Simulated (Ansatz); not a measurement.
CH₃FMg, SMILES [CH3][Mg][F], a ladder of methods at one geometry

Program: Ansatz 0.2.0 through its Python package.

`ch3fmg.xyz`
```text
6

C     0.61410   -0.53840    0.43360
Mg   -0.87500    0.72500   -0.64490
F    -2.20580    1.83590   -1.62340
H     0.19440   -1.47620    0.63150
H     1.47730   -0.62900   -0.21790
H     0.83690    0.01870    1.37480
```

Notebook, run cell by cell (the value of a cell's last expression is shown):

**Cell 1**
```python
import warnings

import ansatz as az

BASIS_SET = "def2-SVP"
```

**Cell 2**
```python
warnings.simplefilter("ignore", az.DeckWarning)

ch3fmg = az.Crystal.molecule_from_extxyz("ch3fmg.xyz")

calculation = ch3fmg.calculation().basis(gaussian=BASIS_SET)
```

**Cell 3**
```python
methods = ["mp2", "ccsd", "ccsd_t"]
reports = [calculation.correlation(m).run(threads=1).report for m in methods]
print(f"Hartree-Fock reference {reports[0]['reference_energy_ev'] / 27.211386246:.6f} Ha")
best = reports[-1]["free_energy_ev"] - reports[-1]["reference_energy_ev"]
for method, each in zip(methods, reports):
    gained = each["free_energy_ev"] - each["reference_energy_ev"]
    print(f"{method:8s} total {each['free_energy_ev'] / 27.211386246:.6f} Ha  correlation {gained:9.4f} eV  ({100 * gained / best:.1f} % of the last)")
```
Output:
```text
Hartree-Fock reference -338.513923 Ha
mp2      total -338.896868 Ha  correlation  -10.4205 eV  (93.3 % of the last)
ccsd     total -338.916072 Ha  correlation  -10.9430 eV  (98.0 % of the last)
ccsd_t   total -338.924467 Ha  correlation  -11.1715 eV  (100.0 % of the last)
```

What to keep in mind:
- Total energies depend on the basis set; only differences at equal settings carry meaning.
- The geometry is a force-field or estimated start, not a minimum of this method, and the basis set is short of its limit. A lower total doesn't mark the better method: functionals have no common bound, and MP2 and coupled cluster aren't variational.
- Inner cores stay frozen; the shell under the valence of alkali and alkaline-earth atoms is correlated with it.
- Run time: 3.1 s on 1 thread of Arm Neoverse V2, on a shared host, peak memory 0.21 GiB.
